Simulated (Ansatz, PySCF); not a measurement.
CHO, SMILES [CH]=O, multiplicity 2. Atoms are numbered in the order given.

```xyz
3

C     -0.1827    -0.5572     0.0000
O      0.0581     0.5866     0.0000
H      0.5878    -1.3756     0.0000
```
Charge 0, spin multiplicity 2.

Geometry: PBE0-D3(BJ)/def2-TZVPD. The isomer is the one that the SMILES or the coordinates give; other isomers of the formula were not compared.

Two levels are set side by side: PBE-D3(BJ)/def2-TZVPD (Ansatz, a program for electronic structure) and PBE0-D3(BJ)/def2-TZVPD (Ansatz). Each level has its own optimised geometry; the coordinates shown are those of the second. Frequencies come from the Hessian of PySCF at each geometry. Differences are taken from unrounded values.

| quantity | PBE0-D3(BJ) |
|---|---|
| mean bond length (Å) | 1.146 |
| bond C1–O2 (Å) | 1.169 |
| bond C1–H3 (Å) | 1.124 |
| highest harmonic wavenumber (cm⁻¹) | 2687 |
| mean harmonic wavenumber (cm⁻¹) | 1920 |
| zero-point energy (kcal/mol) | 8.24 |

**Question.** What does PBE-D3(BJ) give, and how far is it from PBE0-D3(BJ)? (The exact figures need the calculation; the answer reports its results.)

**Answer.** 
```
quantity                            PBE-D3(BJ)  PBE-D3(BJ) minus PBE0-D3(BJ)
----------------------------------  ----------  ----------------------------
mean bond length (Å)                     1.159                         0.013
bond C1–O2 (Å)                           1.182                         0.014
bond C1–H3 (Å)                           1.136                         0.012
highest harmonic wavenumber (cm⁻¹)        2565                          -123
mean harmonic wavenumber (cm⁻¹)           1833                           -87
zero-point energy (kcal/mol)              7.86                         -0.38
```

Exact exchange shortens and stiffens bonds; PBE has none. Differences between two approximate levels are no errors against the true value.
